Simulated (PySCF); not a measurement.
Assigning NMR signals

Molfile (atoms numbered from 1):
```
C4H5F
     RDKit          3D

 10 10  0  0  0  0  0  0  0  0999 V2000
    2.3744    0.2255    0.3715 F   0  0  0  0  0  0  0  0  0  0  0  0
    1.0545    0.2060    0.1536 C   0  0  0  0  0  0  0  0  0  0  0  0
    0.1447    1.1393   -0.0854 C   0  0  0  0  0  0  0  0  0  0  0  0
   -0.9642    0.1171   -0.1741 C   0  0  0  0  0  0  0  0  0  0  0  0
    0.1191   -0.9598    0.1078 C   0  0  0  0  0  0  0  0  0  0  0  0
    0.1550    2.2067   -0.1837 H   0  0  0  0  0  0  0  0  0  0  0  0
   -1.4385    0.0376   -1.1500 H   0  0  0  0  0  0  0  0  0  0  0  0
   -1.7290    0.2015    0.5949 H   0  0  0  0  0  0  0  0  0  0  0  0
    0.2920   -1.6672   -0.7008 H   0  0  0  0  0  0  0  0  0  0  0  0
    0.0009   -1.5022    1.0437 H   0  0  0  0  0  0  0  0  0  0  0  0
  1  2  1  0
  2  3  2  0
  3  4  1  0
  4  5  1  0
  5  2  1  0
  3  6  1  0
  4  7  1  0
  4  8  1  0
  5  9  1  0
  5 10  1  0
M  END
```

- σ from GIAO-PBE0/pcSseg-1
- spin–spin couplings from B3LYP/pcJ-1 (spin–dipole term only in couplings to heteroatoms)
- GFN2-xTB structure
- run in PySCF 2.14.0 with density-fitted response routines
- one averaged value for each set of equivalent atoms, single conformer, relativity neglected, in vacuum

Shifts are taken against calculated references (same method and geometry level): $^{13}$C (σ = 186.93 ppm), $^{1}$H (σ = 31.72 ppm) vs TMS.

Task: Assign these signals to the numbered atoms. $^{13}$C{$^{1}$H} NMR (computed): δ 162.3 (C, d, J = 417.9 Hz), 111.2 (CH, d, J = 10.7 Hz), 36.2 (CH2, d, J = 16.6 Hz), 19.2 (CH2, d, J = 20.4 Hz).

Result: 
162.3 → C2, fully substituted alkene carbon: the olefinic region
111.2 → C3, alkene CH: an sp2 carbon of a C=C bond
36.2 → C5, allylic sp3 CH2: aliphatic region, no heteroatom directly attached
19.2 → C4, allylic sp3 CH2

Task: Assign these signals to the numbered atoms. $^{1}$H NMR (400 MHz, computed): δ 4.83 (d of quint, J = 9.0, 1.3 Hz, 1H), 2.88 (m, 2H), 2.05 (m, 2H).

Result: 
| δ (ppm) | atoms | environment | reason |
| --- | --- | --- | --- |
| 4.83 | H6 | hydrogen on an alkene CH | attached to an sp2 carbon and in the plane of the double bond |
| 2.88 | H9/H10 | hydrogen on an allylic sp3 CH2 | allylic position |
| 2.05 | H7/H8 | hydrogen on an allylic sp3 CH2 | – |

Common functionals overestimate the size of one-bond C–F couplings by tens of Hz; these are unscaled. Multiplet labels drop couplings under 1 Hz and merge nearly equal ones. Couplings among chemically equivalent protons are left out too, so labels in AA′BB′ or AA′XX′ sets are apparent multiplicities. Unscaled 3J(H,H) at this level run about 10 % above measured values. Shifts are as computed. Against solution values, carbons near 30 ppm lie about +3 ppm off and those near 130 ppm about +5 ppm. Of 1211 compounds with measured shifts, 218 miss one by over three times the rms of a fit or turn the order of signals round; such compounds aren't used in these exercises.
